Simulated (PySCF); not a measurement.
## Static response to an electric field

4-methyl-1,3-pentadiene, C6H10.
Cartesian coordinates in Å at the GFN2-xTB level; atoms count from 1:
```xyz
16
C6H10 angstrom
C      1.462    0.903    2.412
C      0.581    0.276    1.638
C      0.549    0.426    0.203
C     -0.293   -0.154   -0.661
C     -0.187    0.111   -2.132
C     -1.396   -1.099   -0.296
H      2.206    1.563    1.997
H      1.473    0.782    3.481
H     -0.150   -0.378    2.094
H      1.306    1.092   -0.194
H     -0.013   -0.820   -2.672
H      0.625    0.799   -2.355
H     -1.118    0.538   -2.506
H     -2.351   -0.701   -0.640
H     -1.461   -1.273    0.773
H     -1.242   -2.056   -0.794
```

Level: PBE0/def2-SVPD (PySCF), static field, nuclei fixed, core orbitals frozen in the response. The polarisability tensor in these axes (au):

```
x    76.91  16.98  22.98
y    16.98  65.01  12.68
z    22.98  12.68 102.44
```

Task: Give the principal values, the mean and the anisotropy Δα = √{½[(α1 − α2)² + (α2 − α3)² + (α1 − α3)²]}.

Result: Principal values 52.69, 68.96 and 122.71 au; mean 81.45 au = 12.07 Å³ = 13.43 × 10⁻⁴⁰ C²·m²/J; Δα = 63.47 au (78 % of the mean).

Task: What is the dipole moment, and where does it point?

Result: (-0.52, -0.35, -0.63) D, 0.88 D in size, pointing from the negative to the positive side. Measured along this direction, the outermost atoms are H8 at the negative end and H11 and H13 at the positive end.

Task: Molar refractivity from α?

Result: Lorentz–Lorenz: R = (4π/3)N_A α = 2.5225 cm³/(mol·Å³) × 12.07 Å³ = 30.4 cm³/mol, in the limit of long wavelengths.

Task: What would n − 1 = 2πNα be for an ideal gas of these molecules at 298.15 K and 1 atm, electronic part alone?

Result: N = p/kT = 2.4615 × 10¹⁹ cm⁻³, so n − 1 = 2π × N × 12.07 × 10⁻²⁴ cm³ = 1867 × 10⁻⁶ at long wavelengths, for an ideal gas.

Task: Along which axes do the principal values lie, and how far do the nuclei extend along each?

Result: Largest value along (0.52, 0.33, 0.79), where the nuclei span 6.16 Å; middle along (-0.58, -0.55, 0.60), 4.23 Å; least along (-0.63, 0.77, 0.09), 1.76 Å. The response follows the extents in order.

One conformer (not necessarily the lowest) at the GFN2-xTB geometry, without solvent, vibrations or thermal averaging.
